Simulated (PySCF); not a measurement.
Species: (H3Si)2NH.
Bonds: Si1–N5, N5–Si6. Hydrogens: H2, H3, H4 on Si1; H10 on N5; H7, H8, H9 on Si6.

The closed-shell ground state was solved at several levels (PySCF, density fitting, gas phase, non-relativistic). Isolated species at its PBE0-D3(BJ)/def2-SVP geometry, gas phase.

```
            level  basis functions  HOMO (eV)  LUMO (eV)  gap (eV)  dipole (D)
wB97X-D/def2-SVPD              124      -9.35       1.57     10.92        0.87
 wB97X-D/pcSseg-1              100      -9.34       1.95     11.29        0.85
```

Q: What might PBE0/pcSseg-1 (100 basis functions) give for the same quantities?

A: HOMO -7.45 eV, LUMO 0.15 eV, gap 7.60 eV, dipole 0.83 D.

Q: Over all these levels, which gives the widest orbital gap and which the narrowest?

A: wB97X-D/pcSseg-1 (range-separated hybrid) has the widest, 11.29 eV, and PBE0/pcSseg-1 (global hybrid, 25 % exact exchange) the narrowest, 7.60 eV. The two share the basis. From the narrowest to the widest the HOMO moves by -1.89 eV and the LUMO by +1.80 eV.

Q: How far do the dipole and the HOMO energy spread over the levels?

A: The dipole runs from 0.83 to 0.87 D (mean 0.85 D) and the HOMO from -9.35 to -7.45 eV.
